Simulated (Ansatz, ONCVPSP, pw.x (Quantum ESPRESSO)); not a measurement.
## What a changed setting does to a pw.x run (bcc W)

Potential: optimised norm-conserving Vanderbilt (ONCV), ONCVPSP 4.0.1.1 (patched build), PBE; core [Kr] 4d10 4f14, reference 5s2 5p6 5d4 6s2; waves: 5s+6s: rc 1.60 bohr, ncon 4, nbas 8, qcut 8.7 1/bohr, 2 projectors; 5p: rc 2.00 bohr, ncon 4, nbas 7, qcut 6.1 1/bohr, 2 projectors, debl 1.3 Ha; 5d: rc 1.80 bohr, ncon 4, nbas 8, qcut 5.1 1/bohr, 2 projectors, debl 2.4 Ha; local part: polynomial inside 1.35 bohr (lpopt 2, dvloc0 0 Ha); core correction: none. In the p channel the program set the typed energies aside and used -1.588, 0.250 Ha.

The reference run (k-mesh 14³, cutoffs 105/420 Ry, Fermi–Dirac 0.01 Ry, mixing_beta 0.4, conv_thr 1e-9, no spin) gives -2.29 GPa at 16.130 Å³/atom, where all-electron LAPW gives 0.30 GPa. This run, with its own iteration cap, changes k-mesh shift to 1.

```
&control
  calculation='scf', prefix='x', pseudo_dir='./', outdir='./tmp', tstress=.true., disk_io='none'
/
&system
  ibrav=0, nat=1, ntyp=1, ecutwfc=105, ecutrho=420, nbnd=15,
  occupations='smearing', smearing='fd', degauss=0.01
/
&electrons
  conv_thr=1e-09, mixing_beta=0.4, electron_maxstep=50
/
ATOMIC_SPECIES
W 1.0 W.UPF
CELL_PARAMETERS angstrom
  -1.59168867 1.59168867 1.59168867
  1.59168867 -1.59168867 1.59168867
  1.59168867 1.59168867 -1.59168867
ATOMIC_POSITIONS crystal
W 0.0000 0.0000 0.0000
K_POINTS automatic
14 14 14 1 1 1
```

```bash
pw.x < W.scf.in > W.scf.out
```

Q: How does the run end?

A: It converges in 8 iterations; the free energy moves by -6.3 meV/atom and the pressure by -0.10 GPa.

```
Message from routine setup:
     using ibrav=0 with symmetry is DISCOURAGED, use correct ibrav instead
     lattice parameter (alat)  =       5.2098  a.u.
     unit-cell volume          =     108.8506 (a.u.)^3
     number of electrons       =        14.00
     number of Kohn-Sham states=           15
     kinetic-energy cutoff     =     105.0000  Ry
     charge density cutoff     =     420.0000  Ry
     scf convergence threshold =      1.0E-09
     Exchange-correlation= PBE
     number of k points=   100  Fermi-Dirac smearing, width (Ry)=  0.0100
     iteration #  1     ecut=   105.00 Ry     beta= 0.40
     total energy              =    -137.17087992 Ry
     estimated scf accuracy    <       0.03972895 Ry
     iteration #  2     ecut=   105.00 Ry     beta= 0.40
     total energy              =    -137.17144479 Ry
     estimated scf accuracy    <       0.00645704 Ry
     iteration #  3     ecut=   105.00 Ry     beta= 0.40
     total energy              =    -137.17221162 Ry
     estimated scf accuracy    <       0.00042459 Ry
     iteration #  4     ecut=   105.00 Ry     beta= 0.40
     total energy              =    -137.17222841 Ry
     estimated scf accuracy    <       0.00000543 Ry
     iteration #  5     ecut=   105.00 Ry     beta= 0.40
     total energy              =    -137.17222930 Ry
     estimated scf accuracy    <       0.00000031 Ry
     iteration #  6     ecut=   105.00 Ry     beta= 0.40
     total energy              =    -137.17222936 Ry
     estimated scf accuracy    <          7.4E-09 Ry
     iteration #  7     ecut=   105.00 Ry     beta= 0.40
     total energy              =    -137.17222936 Ry
     estimated scf accuracy    <          1.9E-09 Ry
     iteration #  8     ecut=   105.00 Ry     beta= 0.40
     the Fermi energy is    21.9455 ev
!    total energy              =    -137.17222936 Ry
     estimated scf accuracy    <          3.7E-11 Ry
     smearing contrib. (-TS)   =      -0.00205105 Ry
     The total energy is F=E-TS. E is the sum of the following terms:
     one-electron contribution =     -19.88682666 Ry
     hartree contribution      =      16.64116216 Ry
     xc contribution           =     -15.35337273 Ry
     ewald contribution        =    -118.57114108 Ry
     convergence has been achieved in   8 iterations
          total   stress  (Ry/bohr**3)                   (kbar)     P=      -23.89
     Message from routine punch:
     Nothing written, as per user request (disk_io='none')
```

The run took about 40 s on one core of a shared host (Neoverse-V1, 32 threads, 247 GiB, load 21).
